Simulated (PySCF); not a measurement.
Compound: C3H5N3.
Z-matrix (Å and degrees, PBE0-D3(BJ)/def2-SVP geometry), rows numbered from 1:
```
C 
N   1  1.4402
N   2  1.3150  1  122.10
C   3  1.3297  2  103.90  1  -178.15
C   4  1.4037  3  108.05  2     0.23
N   2  1.3140  1  121.84  3  -177.62
H   1  1.0999  2  110.53  3   105.22
H   1  1.0952  2  107.70  3   -14.62
H   1  1.0974  2  109.43  3  -134.54
H   4  1.0878  3  121.35  2  -179.52
H   5  1.0879  4  130.52  3  -179.71
```

All values: CAM-B3LYP/def2-SVPD (PySCF, non-relativistic), on one gas-phase PBE0-D3(BJ)/def2-SVP geometry that isn't relaxed in the solvent. The solvent is an IEF-PCM continuum (van der Waals radii × 1.2), and excitations are vertical TDDFT with non-equilibrium linear response and a frozen core. The model holds no explicit solvent molecules, cavitation or dispersion.

Gas-phase singlets (H = HOMO, L = LUMO):

```tsv
state	E (eV)	λ (nm)	f	leading configuration
S1	6.531	190	0.000	H-2→L 97%
S2	6.584	188	0.185	H→L 92%
S3	7.445	167	0.009	H-3→L 87%
S4	7.486	166	0.021	H-1→L 73%
S5	7.562	164	0.054	H→L+1 82%
```

Task: What are the lowest 5 singlets in chloroform (ε = 4.711)?

Result: 
```csv
state,E (eV),λ (nm),f,leading configuration,change by rank (eV)
S1,6.455,192,0.247,H→L 94%,-0.076
S2,6.637,187,0.000,H-2→L 97%,+0.053
S3,7.453,166,0.029,H-1→L 72%,+0.008
S4,7.491,166,0.012,H-3→L 89%,+0.005
S5,7.582,164,0.068,H→L+1 89%,+0.020
```

Task: Give the list for dimethylsulfoxide (ε = 46.83), n² = 2.19.

Result: 
```csv
state,E (eV),λ (nm),f,leading configuration,change by rank (eV)
S1,6.427,193,0.251,H→L 95%,-0.104
S2,6.685,185,0.000,H-2→L 97%,+0.101
S3,7.459,166,0.029,H-1→L 71%,+0.014
S4,7.514,165,0.012,H-3→L 90%,+0.028
S5,7.588,163,0.069,H→L+1 90%,+0.026
```

Task: The ground-state energy changes by -0.239 eV from gas to dimethylsulfoxide. By how much does the total energy of gas-phase S2 change?

Result: E(S2) = E(S0) + excitation energy, so it changes by -0.239 − 0.157 = -0.396 eV: it is lowered more than the ground state, which is what a red shift means. This is the vertical state, with the slow part of the continuum still set for S0.

Task: How do the frontier levels move from gas to dimethylsulfoxide?

Result: 
```
orbital  gas (eV)  solvent (eV)  change (eV)                    Löwdin shares, gas               Löwdin shares, solvent
 LUMO+2      1.98          2.22        +0.24  C4 22 %, C5 20 %, H10 15 %, H11 14 %  C1 19 %, C4 18 %, C5 16 %, H10 11 %
 LUMO+1      1.47          1.61        +0.14    C1 38 %, H9 11 %, H7 10 %, C5 10 %    C1 30 %, C5 16 %, C4 15 %, H9 7 %
   LUMO      0.95          0.84        -0.11    N6 24 %, N3 24 %, N2 20 %, C5 11 %   N6 25 %, N3 24 %, N2 21 %, C5 11 %
   HOMO     -8.94         -8.95        -0.01     N2 26 %, C4 25 %, C5 24 %, N3 6 %    N2 26 %, C4 24 %, C5 24 %, N3 6 %
 HOMO-1     -9.79         -9.98        -0.19    N6 33 %, N3 32 %, C5 12 %, C4 11 %   N6 33 %, N3 32 %, C5 12 %, C4 11 %
 HOMO-2    -10.04        -10.33        -0.29      N6 41 %, N3 40 %, C5 5 %, C4 5 %     N3 41 %, N6 40 %, C5 5 %, C4 5 %
 HOMO-3    -10.85        -11.04        -0.19    N3 27 %, N6 27 %, C4 14 %, C5 14 %   N6 27 %, N3 26 %, C5 14 %, C4 14 %
```

The HOMO–LUMO gap goes from 9.90 to 9.80 eV. Rows go by rank; for LUMO+1 and LUMO+2 the atom shares or the degeneracy differ between the runs, so the row needn't follow one orbital.
